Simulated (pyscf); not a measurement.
H₃Ge–SnH₃ + methyl (CH₃•) → SnH₃• + H₃C–GeH₃, a substitution at Ge (doublet surface; Ge–Sn broken, C–Ge formed). PySCF, gas phase, ωB97X-D3(BJ)/def2-SVP geometries. Energies in kcal/mol from the separated reactants.

Small-basis levels: PySCF, no dispersion term, spherical d functions. AM1 to PM7: differences of heats of formation from MOPAC, which are fitted to 298 K values and so differ in kind from electronic energies by zero-point and thermal terms. Open shells are spin-unrestricted. 

```
level                   barrier  reaction energy
----------------------  -------  ---------------
HF/6-31G*+LANL2DZ          25.8            -12.3
MP2/6-31G*+LANL2DZ         16.2            -25.0
BP86/6-31G*+LANL2DZ           …            -19.5
B3LYP/6-31G*+LANL2DZ          …            -19.6
PBE/def2-SVP                1.4            -18.8
PM3                        -5.6            -13.8
PM6                        14.1            +13.4
ωB97M-D3(BJ)/def2-TZVP        …            -18.4
```

Question: What belongs in the gaps?

Answer: 
- BP86/6-31G*+LANL2DZ, barrier: 3.7
- B3LYP/6-31G*+LANL2DZ, barrier: 8.8
- ωB97M-D3(BJ)/def2-TZVP, barrier: 9.5

Against the last row the barrier runs from -15.2 (PM3) to +16.3 kcal/mol (HF/6-31G*+LANL2DZ). At PM3 this geometry lies under one side, so the entry may be no barrier of that level: it is a single point on another level's saddle. ωB97M-D3(BJ)/def2-TZVP has limits of its own. The same reactants have a lower exit, to H₃Ge–SnH₂• + CH₄ (barrier +2.5 kcal/mol at ωB97M-D3(BJ)/def2-TZVP, against +9.5 kcal/mol here). This is the saddle that the search found; another between the same sides may lie lower. The angle at the attacked Ge is 180°. In the def2 sets elements up to Kr have no core potential. In the def2 sets elements past Kr carry core potentials, without spin-orbit coupling.
